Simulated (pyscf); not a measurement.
Thermochemistry of product channels of bromide (Br⁻) + chloromethane (H₃C–Cl) on the singlet surface, in kcal/mol, from CCSD(T)/def2-TZVPPD + ΔMP2(QZVPPD) energies (ideal gas, 1 atm, RRHO with modes under 100 cm⁻¹ raised to 100, one conformer, R ln 2 for rigid chiral ones). Structures and frequencies: ωB97X-D3(BJ)/def2-SVPD in PySCF. MP2 and CC: frozen core, UHF for open shells. ΔMP2 is the change of the MP2 total energy from the triple- to the quadruple-zeta basis.

```json
[
 {"products": "hydrogen bromide (HBr) + H₂C⁻–Cl", "ΔE": "?", "ΔH(298 K)": "+73.0", "ΔG(298 K)": "+69.7", "ΔG(600 K)": "?"},
 {"products": "Cl–Br + CH₃⁻", "ΔE": "?", "ΔH(298 K)": "+110.4", "ΔG(298 K)": "+107.8", "ΔG(600 K)": "+105.1"},
 {"products": "H₂C⁻–Br + hydrogen chloride (HCl)", "ΔE": "+70.9", "ΔH(298 K)": "+66.1", "ΔG(298 K)": "+62.9", "ΔG(600 K)": "+59.4"}
]
```

Task: Fill in the missing entries.

Result: 
- hydrogen bromide (HBr) + H₂C⁻–Cl, ΔE: +78.0
- hydrogen bromide (HBr) + H₂C⁻–Cl, ΔG(600 K): +66.2
- Cl–Br + CH₃⁻, ΔE: +114.8

These are energies of the channels, which say nothing of barriers. The CCSD(T) − MP2 part came from Ansatz, without density fitting, on the same reference. The frozen core leaves the outer d or s,p core shells of the metals and heavy elements correlated in the MP2 and CC values, and def2-TZVPP describes them poorly, which can shift differences by a few kcal/mol. Elements up to Kr have no core potential and no relativistic terms here.
